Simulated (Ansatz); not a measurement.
# BNH6 (B(NH3)H3): levels of theory compared

Aim: a comparison of 6 runs (HF/STO-3G, BLYP/STO-3G, wB97X/STO-3G, BCCD(T)/STO-3G, CCSDTQ/STO-3G, CCSD(T)/STO-3G) of BNH6 (B(NH3)H3). 

The results are computed with Ansatz 0.2.0.

57 further runs of the same task are left out: 57 set aside as unsound or not needed.

### 1 The system as given

The species is BNH6 (8 atoms), meant as a singlet with charge 0. SMILES: `[H]B([H])([H])<-N`. The H7–B1 distance was set to 2.977 Å, away from the relaxed value. At this shape a bond of the SMILES string is far longer than usual.

Bond lengths: B1–N2 1.659 Å, N2–H3 1.013 Å, N2–H4 1.013 Å, N2–H5 1.013 Å, B1–H6 1.191 Å, B1–H8 1.190 Å. Angles: B1–N2–H3 108.6°, B1–N2–H4 108.6°, B1–N2–H5 108.6°, N2–B1–H6 105.5°, N2–B1–H8 105.6°, H3–N2–H4 110.3°, H3–N2–H5 110.4°, H4–N2–H5 110.3°, H6–B1–H8 113.1°.

### 2 The energy at HF/STO-3G (run 1)

Contents of job.yaml:

```yaml
basis:
  gaussian: {orbitals: STO-3G}
crystal:
  periodic: [false, false, false]
  atoms:
    - {symbol: B, position_ang: [0.812032, -1.515346, -0.359425]}
    - {symbol: N, position_ang: [0.816362, -1.521356, 1.299225]}
    - {symbol: H, position_ang: [-0.141828, -1.483876, 1.624775]}
    - {symbol: H, position_ang: [1.330062, -0.711156, 1.623985]}
    - {symbol: H, position_ang: [1.263822, -2.372466, 1.617405]}
    - {symbol: H, position_ang: [1.957582, -1.550406, -0.681575]}
    - {symbol: H, position_ang: [-0.545010, 1.015160, -1.144860]}
    - {symbol: H, position_ang: [0.206612, -2.488766, -0.680665]}
accuracy: high
hamiltonian: {xc: hf}
```

On the command line:

```console
$ ansatz run job.yaml --threads 1 --pin off --max-ram 2610MiB --events-out events.jsonl --progress --plain --runs-dir runs
```

Standard output:

```text
Warning: RAYON_NUM_THREADS=1 ignored (pool sized by the plan → 1); use --threads N
Functional definition: HF
  name "HF"
  exchange = exact_x
  correlation = 0
274 factors; integrals over basis functions are off by at most 1.4e-8 eV
mean field evaluation 1: about -2206.9497 eV, gradient 1.7e1 eV
mean field evaluation 2: about -2207.0125 eV, gradient 1.7e1 eV
mean field evaluation 4: about -2210.5921 eV, gradient 3.5e0 eV
mean field evaluation 8: about -2210.6566 eV, gradient 3.1e-2 eV
mean field -2210.65655999 eV, -81.2401301427 hartree, gradient 1.7e-8 eV, S^2 0.000000; 0 other end points of the search recorded, 0 dependent functions left out
reference -2210.65655999 eV, -81.2401301427 hartree; 9, 9 occupied and 7, 7 virtual orbitals, 274 factors
Total energy: -2210.65655999 eV, -81.2401301427 hartree
```

Wall time 0.08 s (1 thread of Arm Neoverse V1, shared host).

### 3 A single-point energy at BLYP/STO-3G (run 2)

Contents of input.yaml:

```yaml
basis:
  gaussian:
    orbitals: STO-3G
crystal:
  periodic: [false, false, false]
  atoms:
    - symbol: B
      position_ang: [0.812032, -1.515346, -0.359425]
    - symbol: "N"
      position_ang: [0.816362, -1.521356, 1.299225]
    - symbol: H
      position_ang: [-0.141828, -1.483876, 1.624775]
    - symbol: H
      position_ang: [1.330062, -0.711156, 1.623985]
    - symbol: H
      position_ang: [1.263822, -2.372466, 1.617405]
    - symbol: H
      position_ang: [1.957582, -1.550406, -0.681575]
    - symbol: H
      position_ang: [-0.545010, 1.015160, -1.144860]
    - symbol: H
      position_ang: [0.206612, -2.488766, -0.680665]
hamiltonian:
  xc: {name: BLYP}
accuracy: high
```

On the command line:

```console
$ ansatz run input.yaml --threads 1 --pin off --max-ram 2610MiB --events-out events.jsonl --progress --plain --runs-dir runs
```

Standard output:

```text
Warning: RAYON_NUM_THREADS=1 ignored (pool sized by the plan → 1); use --threads N
Functional definition: BLYP
  name "BLYP"
  parameter beta = 0.0042
  parameter a = 0.04918
  parameter b = 0.132
  parameter c = 0.2533
  parameter d = 0.349
  exchange = b88_x(beta = beta)
  correlation = lyp_c(a = a, b = b, c = c, d = d)
274 factors; integrals over basis functions are off by at most 1.4e-8 eV
mean field evaluation 1: about -2221.7018 eV, gradient 1.8e1 eV
mean field evaluation 2: about -2207.1047 eV, gradient 3.5e1 eV
mean field evaluation 4: about -2225.5116 eV, gradient 1.8e1 eV
mean field evaluation 8: about -2225.4454 eV, gradient 1.8e1 eV
mean field evaluation 16: about -2227.2017 eV, gradient 2.8e-8 eV
mean field -2227.20171402 eV, -81.8481533387 hartree, gradient 2.8e-8 eV, S^2 0.000000; 0 other end points of the search recorded, 0 dependent functions left out
reference -2227.20175740 eV, -81.8481549329 hartree; 9, 9 occupied and 7, 7 virtual orbitals, 274 factors
Total energy: -2227.20175740 eV, -81.8481549329 hartree
```

Wall time 1.4 s (1 thread of Arm Neoverse V1, shared host); peak memory 0.093 GiB.

Run 3 isn't shown in full; the table further down has it.

### 4 A single-point energy at BCCD(T)/STO-3G (run 4)

Contents of molecule.yaml:

```yaml
crystal:
  periodic: [false, false, false]
  atoms:
    - {symbol: B, position_ang: [0.812032, -1.515346, -0.359425]}
    - {symbol: "N", position_ang: [0.816362, -1.521356, 1.299225]}
    - {symbol: H, position_ang: [-0.141828, -1.483876, 1.624775]}
    - {symbol: H, position_ang: [1.330062, -0.711156, 1.623985]}
    - {symbol: H, position_ang: [1.263822, -2.372466, 1.617405]}
    - {symbol: H, position_ang: [1.957582, -1.550406, -0.681575]}
    - {symbol: H, position_ang: [-0.545010, 1.015160, -1.144860]}
    - {symbol: H, position_ang: [0.206612, -2.488766, -0.680665]}
basis:
  gaussian:
    orbitals: STO-3G
correlation:
  method: bccd_t
  frozen_orbitals: {B: 1, H: 0, "N": 1}
accuracy: high
scf:
  omitted_lower_state_checks: [cluster_reference, increment]
```

On the command line:

```console
$ ansatz run molecule.yaml --threads 1 --pin off --max-ram 2610MiB --events-out events.jsonl --progress --plain --runs-dir runs
```

Standard output:

```text
Warning: RAYON_NUM_THREADS=1 ignored (pool sized by the plan → 1); use --threads N
[... 11 lines left out ...]
2 core orbitals not correlated: weight in the atoms' cores, before any rotation towards them, 1.000 or more for the frozen orbitals, at most 0.000 for the correlated occupied ones
[... 27 lines left out ...]
WARN: these amplitudes may be one of several solutions (largest doubles amplitude 0.72, level shift 9.77 eV)
Total energy: -2218.15794068 eV, -81.5158007986 hartree
Checks for a lower state left out: cluster_reference, increment
```

Run time: 0.18 s. Hardware: 1 thread of Arm Neoverse V1, shared host.

Run 5 isn't shown in full; the table further down has it.

### 5 A single-point energy at CCSD(T)/STO-3G (run 6)

Changes to molecule.yaml since step 4:

```diff
@@ -4,3 +4,3 @@
     - {symbol: B, position_ang: [0.812032, -1.515346, -0.359425]}
-    - {symbol: "N", position_ang: [0.816362, -1.521356, 1.299225]}
+    - {symbol: N, position_ang: [0.816362, -1.521356, 1.299225]}
     - {symbol: H, position_ang: [-0.141828, -1.483876, 1.624775]}
@@ -15,3 +15,3 @@
 correlation:
-  method: bccd_t
+  method: ccsd_t
   frozen_orbitals: {B: 1, H: 0, "N": 1}
```

On the command line:

```console
$ ansatz run molecule.yaml --threads 1 --pin off --max-ram 2610MiB --events-out events.jsonl --progress --plain --runs-dir runs
```

Standard output:

```text
Warning: RAYON_NUM_THREADS=1 ignored (pool sized by the plan → 1); use --threads N
[... 11 lines left out ...]
2 core orbitals not correlated: weight in the atoms' cores, before any rotation towards them, 1.000 or more for the frozen orbitals, at most 0.000 for the correlated occupied ones
[... 31 lines left out ...]
WARN: these amplitudes may be one of several solutions (largest doubles amplitude 0.79, level shift 9.77 eV)
Total energy: -2218.27504954 eV, -81.5201044698 hartree
Checks for a lower state left out: cluster_reference, increment
```

Wall time 0.14 s (1 thread of Arm Neoverse V1, shared host).

### 6 Overview of the runs

| run | level | frozen core orbitals | energy (Eh) | wall time |
| --- | --- | --- | --- | --- |
| 1 | HF/STO-3G | – | -81.240130 | 0.08 s |
| 2 | BLYP/STO-3G | – | -81.848155 | 1.4 s |
| 3 | wB97X/STO-3G | – | -81.847981 | 5.7 s |
| 4 | BCCD(T)/STO-3G | 2 | -81.515801 | 0.18 s |
| 5 | CCSDTQ/STO-3G | 2 | -81.515456 | 8.1 s |
| 6 | CCSD(T)/STO-3G | 2 | -81.520104 | 0.14 s |

### 7 What came out

| quantity | value |
| --- | --- |
| run 6: total energy | -81.52010 Eh |
| run 6: correlation energy (2 core orbitals frozen) | -280.0 mEh |
| run 6: (T) correction | -8.68 mEh |
| run 6: T1 diagnostic | 0.077 |

What this shows: Below the HF energy at the same shape and in the same basis (STO-3G): BCCD(T) -275.7 mEh; CCSDTQ -275.3 mEh; CCSD(T) -280.0 mEh. Totals of different functionals can't be ranked against each other. In run 6 the T1 diagnostic is large, so a single reference may not serve. In runs 4, 5, 6 the log says that unrestricted orbitals would lower the reference, so the values rest on an unstable closed-shell determinant (other closed-shell runs at this shape may share the fault). In runs 1, 2, 3, 4, 5, 6 the basis is minimal, so the values are rough. All runs together took 16 s, the longest 8.1 s.
